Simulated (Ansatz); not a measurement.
Which is lower?

The two ends of one reaction step of CH5OSi, doublet (PBE0-D4/def2-TZVP).

A:

| atom | x (Å) | y (Å) | z (Å) |
| --- | --- | --- | --- |
| O1 | 0.6996 | -0.4129 | 0.1476 |
| C2 | 0.3828 | -0.2507 | 1.4508 |
| Si3 | -0.1925 | 0.2213 | -1.0971 |
| H4 | 1.1008 | -0.6475 | 2.1547 |
| H5 | -0.6559 | -0.0948 | 1.7246 |
| H6 | -0.0617 | 1.7005 | -1.1308 |
| H7 | -1.6256 | -0.1337 | -0.9173 |
| H8 | 0.3527 | -0.3820 | -2.3325 |

B:

O1  (1.172, -0.568, 0.767)
C2  (0.458, -0.682, 1.721)
Si3  (-0.201, 0.860, -1.552)
H4  (0.807, -1.165, 2.654)
H5  (-0.585, -0.310, 1.717)
H6  (-0.830, 1.718, -2.598)
H7  (-1.229, 0.493, -0.539)
H8  (0.407, -0.344, -2.170)
(Å)

Program: Ansatz 0.2.0. Basis: def2-TZVPP. Cores are frozen in the correlated methods; orbitals are unrestricted. B3LYP uses VWN-RPA correlation.

(1) Which structure is lower at CCSD(T), and by how much? (Judge from chemistry; the value comes from the calculation.)

No T1 diagnostic of these runs exceeds 0.016. ⟨S²⟩ of the unrestricted Hartree–Fock references: 0.75 to 0.76 (a pure state has 0.75).

Answers

(1) The calculation gives: A, by 34.16 kcal/mol (electronic energy, against the other). By their contacts, A is CH₅OSi ([CH2][O][SiH3]) and B is a complex of CH₂O ([CH2][O]) + SiH₃.

All methods give the same order:

```json
{"method": "SPW92", "E(B) − E(A) (kcal/mol)": "39.22"}
{"method": "PBE-D4", "E(B) − E(A) (kcal/mol)": "32.10"}
{"method": "BLYP-D4", "E(B) − E(A) (kcal/mol)": "31.31"}
{"method": "r2SCAN-D4", "E(B) − E(A) (kcal/mol)": "37.46"}
{"method": "B97M-V", "E(B) − E(A) (kcal/mol)": "34.97"}
{"method": "PBE0-D4", "E(B) − E(A) (kcal/mol)": "36.28"}
{"method": "B3LYP-D4", "E(B) − E(A) (kcal/mol)": "35.05"}
{"method": "r2SCAN0-D4", "E(B) − E(A) (kcal/mol)": "40.09"}
{"method": "BHLYP-D4", "E(B) − E(A) (kcal/mol)": "39.76"}
{"method": "CAM-B3LYP-D4", "E(B) − E(A) (kcal/mol)": "38.08"}
{"method": "wB97X-V", "E(B) − E(A) (kcal/mol)": "37.80"}
{"method": "wB97M-V", "E(B) − E(A) (kcal/mol)": "37.05"}
{"method": "B2PLYP", "E(B) − E(A) (kcal/mol)": "35.19"}
{"method": "PBE-QIDH", "E(B) − E(A) (kcal/mol)": "38.30"}
{"method": "RPA on PBE", "E(B) − E(A) (kcal/mol)": "31.25"}
{"method": "HF", "E(B) − E(A) (kcal/mol)": "38.07"}
{"method": "MP2", "E(B) − E(A) (kcal/mol)": "34.76"}
{"method": "CCSD", "E(B) − E(A) (kcal/mol)": "35.27"}
{"method": "CCSD(T)", "E(B) − E(A) (kcal/mol)": "34.16"}
```

Labels in which every atom is bracketed show which atoms are joined, not bond orders.

For scale, one of the runs: CCSD(T)/def2-TZVPP, 174 basis functions, launched by `ansatz run in.yaml --threads 4 --pin off --events-out ev --progress --plain --max-ram 9574MiB`. The run took 52 s on 4 CPU threads of an Arm Neoverse V1 (shared host), with 3.8 GiB of host memory at its peak.
